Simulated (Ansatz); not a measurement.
**C₂H₃NO: a ladder of functionals and wavefunction methods**

An exercise on one series of results from a longer session: the logs are not shown, and one member is left open.

The runs use Ansatz 0.2.0, Gaussian basis; functionals in def2-TZVPP, the program's frozen cores in correlated methods.

The runs, in order: LDA (SPW92), PBE-D4, revPBE-D4, BLYP-D4, r2SCAN-D4, B97M-V, PBE0-D4, B3LYP-D4, r2SCANh-D4, r2SCAN0-D4, HSE06-D4, BHLYP-D4, CAM-B3LYP-D4, LC-ωPBE, ωB97X-V, ωB97M-V, B2PLYP, PBE-QIDH; CCSD(T)/def2-SVP; CCSD(T)/def2-TZVPP; MP2/def2-QZVPP; extrapolation to the limit; RPA on PBE.

### The relaxed structure

All runs share one geometry, relaxed beforehand with PBE0-D4 in a triple-zeta def2 set.

SMILES `OC1=NC1`, 7 atoms, charge 0, spin multiplicity 1.

Atoms are counted from 1 here; the program's logs count them from 0.

Bond lengths: O1–C2 1.314 Å, O1–H5 0.968 Å, C2–N3 1.246 Å, C2–C4 1.421 Å, N3–C4 1.559 Å, C4–H6 1.087 Å, C4–H7 1.087 Å. Angles: C2–O1–H5 108.5°, O1–C2–N3 142.3°, O1–C2–C4 146.5°, N3–C2–C4 71.2°, C2–N3–C4 59.6°, C2–C4–N3 49.1°, C2–C4–H6 120.8°, C2–C4–H7 120.8°, N3–C4–H6 116.4°, N3–C4–H7 116.4°, H6–C4–H7 115.8°.

Set-up of the first run:

Contents of in.yaml:

```yaml
crystal:
  periodic: [false, false, false]
  atoms:
    - {symbol: O, position_ang: [-1.270985, -0.328467, -1.024060]}
    - {symbol: C, position_ang: [-0.163009, -0.165402, -0.336405]}
    - {symbol: N, position_ang: [1.053153, -0.434346, -0.348346]}
    - {symbol: C, position_ang: [0.438598, 0.384930, 0.827502]}
    - {symbol: H, position_ang: [-1.065972, -0.838348, -1.821271]}
    - {symbol: H, position_ang: [0.703181, 1.438624, 0.871684]}
    - {symbol: H, position_ang: [0.366335, -0.124990, 1.785096]}
basis:
  gaussian: {orbitals: def2-TZVPP}
hamiltonian: {xc: lda}
output: {orbitals: {seedname: orbitals}}
```

Launch:

```bash
$ ansatz run in.yaml --threads 2 --pin off --events-out ev --progress --plain --max-ram 4352MiB
```

Among the steps run: LDA; PBE-D4 (GGA); revPBE-D4 (GGA); BLYP-D4 (GGA); r2SCAN-D4 (meta-GGA); B97M-V (meta-GGA); PBE0-D4 (hybrid); B3LYP-D4 (hybrid); r2SCANh-D4 (hybrid); r2SCAN0-D4 (hybrid); HSE06-D4 (hybrid); BHLYP-D4 (hybrid); CAM-B3LYP-D4 (range-separated); LC-ωPBE (range-separated); ωB97X-V (range-separated); ωB97M-V (range-separated); B2PLYP (double hybrid); PBE-QIDH (double hybrid).

One table of the session follows, with a row left open; its other results are not shown here.

It belongs to the step «Orbital energies across the functionals». 

```
  functional  HOMO (eV)  LUMO (eV)  gap (eV)
 LDA (SPW92)      -6.76      -0.74      6.02
      PBE-D4      -6.60      -0.47      6.14
   revPBE-D4      -6.54      -0.40      6.14
     BLYP-D4      -6.49      -0.52      5.97
   r2SCAN-D4      -6.84      -0.19      6.65
      B97M-V      -6.87      -0.13      6.74
     PBE0-D4      -7.93       0.48      8.42
    B3LYP-D4      -7.72       0.08      7.79
  r2SCANh-D4      -7.34       0.23      7.57
  r2SCAN0-D4      -8.10       0.86      8.96
    HSE06-D4      -7.53       0.11      7.64
    BHLYP-D4      -9.17       1.15     10.32
CAM-B3LYP-D4      -9.34       1.26     10.61
     LC-ωPBE     -10.71       2.65     13.36
     ωB97X-V          ?          ?         ?
     ωB97M-V     -10.22       2.01     12.23
```

Estimate the missing values for ωB97X-V.

**Answer.** HOMO (eV): -10.32; LUMO (eV): 2.46; gap (eV): 12.79. In the column «HOMO (eV)» it lies between LC-ωPBE (-10.71) and ωB97M-V (-10.22).
